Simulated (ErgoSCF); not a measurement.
# [NH2]− (SMILES [NH2-]) at UBHandH/6-31G(d,p) (spherical functions)

Aim: the energy difference between two shapes of [NH2]− at UBHandH/6-31G** (spherical functions), from 2 runs. 

The calculation is run with ErgoSCF 3.8.

7 further runs of the same task are left out: 1 that didn't finish, 6 set aside as unsound or not needed.

## Step 1: The system as given

The species is [NH2]− (3 atoms), meant as a singlet with charge -1. SMILES: `[NH2-]`. Geometry: relaxed at PBE0-D4/def2-TZVPD.

Bond lengths: N1–H2 1.027 Å, N1–H3 1.027 Å. Angles: H2–N1–H3 101.8°.

## Step 2: The energy at UBHandH/6-31G(d,p) (spherical functions)

Contents of input.xyz:

```xyz
3
H2N
N      0.342200    -0.203000     0.168700
H      0.125500     0.801200     0.156000
H     -0.467700    -0.598200    -0.324700
```

Launch:

```bash
ergo -m input.xyz -e 'set_nthreads(1)' -e 'charge = -1' -e 'scf.force_unrestricted = 1' -e 'scf.starting_guess_disturbance = 0.1' -e 'scf.max_number_of_iterations = 80' -e 'scf.output_mulliken_pop = 1' -e 'tmpdir = "."' -e 'basis = "6-31Gss"' -e 'XC.type = "LMG"' -e 'scf.convergence_threshold = 1e-06' -e 'scf.use_diagonalization = 1' -e 'run "BHandH"'
```

Log:

```text
[...]
INDF Weighted mixed functional:
[...]
INSC Energy   1 =        -19.59437387670
[...]
INDE E_LUMO =          0.43647167581
[...]
INSC Energy  12 =        -55.42729960936  ( diff     -0.000000000678703 )
[...]
RESC CONVERGED after  12 iterations.
RESC FINAL ENERGY:        -55.42729960936
RESC FINAL <S2> =          0.00000000007
[...]
INSC SCF: dipole_moment_x [atomic units] =      -0.96376040
INSC SCF: dipole_moment_y [atomic units] =       0.57173236
INSC SCF: dipole_moment_z [atomic units] =      -0.47511261
[...]
```

Wall time 2 s (1 thread of Arm Neoverse N1, shared host).

## Step 3: The distorted shape at the same level

Contents of mol.xyz:

```xyz
3

N      0.347124    -0.324834     0.204434
H      0.139888     0.794792     0.105005
H     -0.561105    -0.615670    -0.367070
```

Launch:

```bash
ergo -m mol.xyz -e 'set_nthreads(1)' -e 'tmpdir = "."' -e 'XC.type = "LMG"' -e 'spin_polarization = 0' -e 'scf.force_unrestricted = 1' -e 'charge = -1' -e 'scf.use_diagonalization = 1' -e 'basis = "6-31Gss"' -e 'scf.starting_guess_disturbance = 0.1' -e 'scf.max_number_of_iterations = 80' -e 'scf.convergence_threshold = 1e-06' -e 'scf.output_mulliken_pop = 1' -e 'run "BHandH"'
```

Log:

```text
[...]
INDF Weighted mixed functional:
[...]
INSC Energy   1 =        -19.15784316670
[...]
INDE E_LUMO =          0.41877334030
[...]
INSC Energy  13 =        -55.41800330952  ( diff     -0.000000000143160 )
[...]
RESC CONVERGED after  13 iterations.
RESC FINAL ENERGY:        -55.41800330952
RESC FINAL <S2> =          0.00000000019
[...]
INSC SCF: dipole_moment_x [atomic units] =      -0.84242738
INSC SCF: dipole_moment_y [atomic units] =       0.70741749
INSC SCF: dipole_moment_z [atomic units] =      -0.49964947
[...]
```

Wall time 2.1 s (1 thread of Arm Neoverse N1, shared host).

## Step 4: What came out

Level: UBHandH/6-31G** (spherical functions).

| quantity | value |
| --- | --- |
| first shape: total energy | -55.42730 Eh |
| distorted shape: total energy | -55.41800 Eh |
| energy change with the atoms displaced | 0.253 eV |

**Reading.** With the atoms displaced the energy rises by 0.25 eV (24.4 kJ/mol). The first shape isn't relaxed at this level, so the change isn't measured from a minimum. Mulliken charges (first shape) run from -1.10 on N1 to +0.05 on H2.
